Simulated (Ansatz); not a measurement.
Input file:

```yaml
crystal:
  periodic: [false, false, false]
  atoms:
    - {symbol: Be, position_ang: [0.000000, 0.000000, 1.052730]}
    - {symbol: Be, position_ang: [0.000000, 0.000000, -1.052730]}
    - {symbol: H, position_ang: [0.000000, 0.000000, 2.400248]}
    - {symbol: H, position_ang: [0.000000, 0.000000, -2.400248]}
basis:
  gaussian: {orbitals: cc-pVTZ}
magnetization: {spin_polarized: false}
correlation: {method: bccd_t, electrons: outside_noble_gas}
```

```sh
$ ansatz run in.yaml --threads 1 --pin off --events-out ev --progress --plain --max-ram 2393MiB
```

(1) Roughly how long does this take on 1 thread of Arm Neoverse V1, shared host, and how much host memory?

```
502 factors; integrals over basis functions are off by at most 1.3e-3 eV
mean field evaluation 1: about -826.0193 eV, gradient 1.1e1 eV
mean field evaluation 2: about -826.0182 eV, gradient 1.1e1 eV
mean field evaluation 4: about -826.8974 eV, gradient 3.6e-1 eV
mean field evaluation 8: about -826.8982 eV, gradient 8.9e-6 eV
mean field evaluation 16: about -826.8981 eV, gradient 3.9e-2 eV
mean field -826.89815078 eV, -30.3879465495 hartree, gradient 1.2e-6 eV, S^2 0.000000; 0 other end points of the search recorded, 0 dependent functions left out
2 core orbitals not correlated: weight in the atoms' cores, before any rotation towards them, 1.000 or more for the frozen orbitals, at most 0.000 for the correlated occupied ones
reference -826.89815078 eV, -30.3879465495 hartree; 3, 3 occupied and 83, 83 virtual orbitals, 502 factors
second order -2.55254141 eV of doubles, -0.00000000 eV of singles
cycle   1  -3.02689944 eV  change   -4.7e-1 eV  update   6.0e-2
cycle   2  -3.24939265 eV  change   -2.2e-1 eV  update   2.4e-2
cycle   3  -3.25500515 eV  change   -5.6e-3 eV  update   6.0e-3
cycle   4  -3.25541089 eV  change   -4.1e-4 eV  update   1.8e-3
cycle   5  -3.25506720 eV  change    3.4e-4 eV  update   5.2e-4
cycle   6  -3.25494979 eV  change    1.2e-4 eV  update   1.6e-4
cycle   7  -3.25500091 eV  change   -5.1e-5 eV  update   5.1e-5
cycle   8  -3.25502670 eV  change   -2.6e-5 eV  update   1.8e-5
cycle   9  -3.25502238 eV  change    4.3e-6 eV  update   6.3e-6
perturbative correction -0.05097216 eV, -0.0018731925 hartree
Total energy: -830.20414532 eV, -30.5094396079 hartree
```

For the same geometry and basis RCCSDT(Q) lies 14.5 meV lower.

Answers

(1) 1.3 s wall and 0.24 GiB.
